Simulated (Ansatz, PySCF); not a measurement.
Gas-phase reaction in SMILES: P (PH3) → P (PH3) as doublet, charge +1 + e-

Wanted: adiabatic ionisation energy (0 K, with zero-point energies), in eV. Terms: non-relativistic; UHF or UKS for open shells; no spin-orbit coupling; dispersion terms only where a functional's name holds one. First-principles rows: single points at B3LYP-D3(BJ) geometries (Ansatz, a first-principles code), with unscaled harmonic terms from B3LYP/6-31G* at its own minima.

```
species                        coefficient  E at B3LYP/STO-3G (Ansatz), Eh  E at M06-2X/def2-TZVPD (PySCF), Eh  zero-point energy, kcal/mol
-----------------------------  -----------  ------------------------------  ----------------------------------  ---------------------------
P (PH3)                                 -1                      -339.27084                          -343.12172                        15.21
P (PH3) as doublet, charge +1           +1                      -338.98050                          -342.76358                        15.06
```

Measured values: CCCBDB table in ASE, the entry of H3P doubted and unchecked; they hold spin-orbit and core effects.  Value to compare with, the measured value: 9.87 eV. 1 Eh = 27.2114 eV and 1 eV = 23.0605 kcal/mol.

### Question
Work the quantity out at each level, and compare with the measured value.

### Answer

- B3LYP/STO-3G: the sum of coefficient times E is 0.29034 Eh, or 7.901 eV; the thermal terms add -0.007. Result: 7.89 eV. Its error against the measured value is -1.98 eV.
- M06-2X/def2-TZVPD: the sum of coefficient times E is 0.35814 Eh, or 9.745 eV; the thermal terms add -0.007. Result: 9.74 eV. Its error against the measured value is -0.13 eV.
